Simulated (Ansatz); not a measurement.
in.yaml

```yaml
crystal:
  periodic: [false, false, false]
  atoms:
    - {symbol: Ta, position_ang: [0.000000, 0.000000, 1.519200]}
    - {symbol: O, position_ang: [0.000000, 0.000000, -0.282800]}
    - {symbol: H, position_ang: [0.000000, 0.000000, -1.236400]}
basis:
  gaussian: {orbitals: def2-SVP}
correlation: {method: fic_mrcisd_q, electrons: outside_noble_gas, active_space: {window: {electrons: 2, orbitals: 2}, places: [1, 2]}}
scf: {lower_state_search: off}
```

```sh
$ ansatz run in.yaml --threads 1 --pin off --events-out ev --progress --plain --max-ram 2393MiB
```

(1) One thing in this input was set wrong on purpose, beside settings that are merely unusual. What is the gravest fault, and what does the program do?

## Answers

(1) Two definitions of the active space. How the run ends: refused.
```
Error: invalid value for `correlation.active_space`: name one of window, places and ras
```
